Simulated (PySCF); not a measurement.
Spectrum to structure. Theory: TDDFT CAM-B3LYP/def2-SVPD, vertical, gas phase, core orbitals frozen in the response in PySCF. Geometries: PBE0-D3(BJ)/def2-SVP, one conformer each.

```json
{"state": "S1", "E (eV)": "7.35", "f": "0.0000", "main configurations (H = HOMO, L = LUMO)": "H-1→L+5 (35%), H-1→L (25%), H-1→L+3 (14%)"}
{"state": "S2", "E (eV)": "7.51", "f": "0.0034", "main configurations (H = HOMO, L = LUMO)": "H→L (88%)"}
{"state": "S3", "E (eV)": "7.74", "f": "0.0002", "main configurations (H = HOMO, L = LUMO)": "H→L+1 (74%)"}
{"state": "S4", "E (eV)": "7.80", "f": "0.033", "main configurations (H = HOMO, L = LUMO)": "H-1→L+1 (35%), H-2→L+5 (16%), H-1→L+4 (11%)"}
{"state": "S5", "E (eV)": "7.93", "f": "0.0000", "main configurations (H = HOMO, L = LUMO)": "H-2→L+1 (50%), H-2→L+4 (19%), H→L+1 (14%)"}
{"state": "S6", "E (eV)": "8.33", "f": "0.019", "main configurations (H = HOMO, L = LUMO)": "H→L+2 (92%)"}
{"state": "S7", "E (eV)": "8.45", "f": "0.0032", "main configurations (H = HOMO, L = LUMO)": "H→L+3 (68%), H→L+5 (20%)"}
{"state": "S8", "E (eV)": "8.48", "f": "0.053", "main configurations (H = HOMO, L = LUMO)": "H→L+4 (84%)"}
{"state": "S9", "E (eV)": "8.70", "f": "0.041", "main configurations (H = HOMO, L = LUMO)": "H-1→L (44%), H-1→L+3 (42%)"}
{"state": "S10", "E (eV)": "8.70", "f": "0.018", "main configurations (H = HOMO, L = LUMO)": "H→L+5 (65%), H→L+3 (24%)"}
```

Triplets computed (Tamm–Dancoff): 6.15, 6.63, 6.73, 6.81 eV.

Orbital energies (eV): HOMO-3 -11.27, HOMO-2 -10.98, HOMO-1 -10.26, HOMO -9.62, LUMO 1.14, LUMO+1 1.49, LUMO+2 1.74.

Problem. Which candidate is it? All have the formula C5H5N.
A. `C#CC#CCN`
B. `[H]/N=C\C(=C)C#C`
C. `N#C[C@H]1[C@H]2C[C@@H]12`

Solution. C. Its S1, at 7.35 eV, is the highest among the candidates; the nearest of the others has S1 at 4.77 eV. S1 is HOMO-1→LUMO+5 (35%), HOMO-1→LUMO (25%), HOMO-1→LUMO+3 (14%). Löwdin shares by element: HOMO carbon 81% or more (atoms not listed hold the other 19%); LUMO hydrogen 29% or more, carbon 28% or more (atoms not listed hold the other 43%). At the same level the other candidates give, for their lowest levels:
- `[H]/N=C\C(=C)C#C`: 4.77 eV (f 0.003); 5.46 eV (f 0.000); 5.48 eV (f 0.270); 6.27 eV (f 0.000); 6.56 eV (f 0.201); T1 3.14 eV; HOMO -8.80, LUMO -0.77 eV
- `C#CC#CCN`: 4.59 eV (f 0.000); 4.87 eV (f 0.000); 4.94 eV (f 0.000); 6.14 eV (f 0.006); 6.81 eV (f 0.087); T1 3.79 eV; HOMO -8.34, LUMO 0.31 eV
